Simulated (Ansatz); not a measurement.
# Telling isomers of AlFH3Si apart by their spectra

These gas-phase data were calculated for one isomer of AlFH3Si at B3LYP/6-31G* (harmonic, unscaled wavenumbers; equilibrium rotational constants with average atomic masses):

- rotational constants: 21.56, 2.829, 2.576 GHz
- all wavenumbers above 1500 cm⁻¹: 2239, 2225, 2207
- dipole moment: 1.55 D (PBE0/def2-TZVPD)

Candidates:

(1) `[F][AlH][SiH2]`, a doublet
(2) `[F][Al][SiH3]`, a doublet

Q: Which candidate do the data belong to?

A: Candidate (2). No mode falls between 1700 and 2050 cm⁻¹, where the Al–H stretch of (1) would stand.

The same quantities for all candidates:

```tsv
	rotational constants (GHz)	wavenumbers above 1500 cm⁻¹	dipole (D)	E above the lowest, B3LYP/6-31G* (kcal/mol)
(1)	21.5, 3.079, 2.699	2256, 2230, 1962	1.59	3.5
(2)	21.56, 2.829, 2.576	2239, 2225, 2207	1.55	0.0
```

Each candidate is one conformer. Open shells are spin-unrestricted. Programs: Ansatz 0.2.0.
